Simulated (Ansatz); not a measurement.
# SiOF radical (SMILES O=[Si]F): single points off equilibrium

The task here is to estimate one member of a computed series from the others.

Program: Ansatz 0.2.0, Gaussian basis. Level of theory: single points in def2-TZVPP. These are calculated values, not measurements.

Correlated methods freeze the cores. Orbitals are unrestricted.

### Starting geometry

SMILES `O=[Si]F`, 3 atoms, charge 0, spin multiplicity 2.

Atoms are counted from 1 here; the program's logs count them from 0.

Bond lengths: O1–Si2 1.522 Å, Si2–F3 1.601 Å. Angles: O1–Si2–F3 123.1°.

Geometry (Å):

| atom | x (Å) | y (Å) | z (Å) |
| --- | --- | --- | --- |
| O1 | 0.2591 | 1.3273 | 0.3127 |
| Si2 | 0.4225 | -0.1804 | 0.1782 |
| F3 | -0.6778 | -1.1211 | -0.5055 |

Set-up of the first run:

File run/in.yaml:

```yaml
crystal:
  periodic: [false, false, false]
  atoms:
    - {symbol: O, position_ang: [0.259100, 1.327300, 0.312700]}
    - {symbol: Si, position_ang: [0.422500, -0.180400, 0.178200]}
    - {symbol: F, position_ang: [-0.677800, -1.121100, -0.505500]}
basis:
  gaussian: {orbitals: def2-TZVPP}
magnetization: {spin_polarized: true, initial_magnetization: 1}
correlation: {method: ccsd_t}
scf: {omitted_lower_state_checks: [cluster_reference]}
output: {forces: true}
```

The command line of these runs was not kept.

Steps of the session up to this table: CCSD(T)/def2-TZVPP; PBE0-D4/def2-TZVPP; wB97M-V/def2-TZVPP; r2SCAN-D4/def2-TZVPP; PBE-D4/def2-TZVPP; HSE06-D4/def2-TZVPP; B97M-V/def2-TZVPP.

One table of the session follows, with a row left open; its other results are not shown here.

```
   method  RMS force component (eV/Å)  angle to CCSD(T) forces (°)  dipole (D)
  CCSD(T)                       0.355                    reference        2.69
  PBE0-D4                       0.270                         39.6        2.74
  wB97M-V                       0.200                         34.3        2.83
r2SCAN-D4                       0.245                         16.0        2.67
   PBE-D4                       0.404                         60.9        2.48
 HSE06-D4                       0.267                         37.9        2.73
   B97M-V                           ?                            ?           ?
```

Estimate the missing values for B97M-V.

As computed: RMS force component (eV/Å): 0.314; angle to CCSD(T) forces (°): 35.7; dipole (D): 2.62. In the column «RMS force component (eV/Å)» it lies between PBE0-D4 (0.270) and CCSD(T) (0.355).
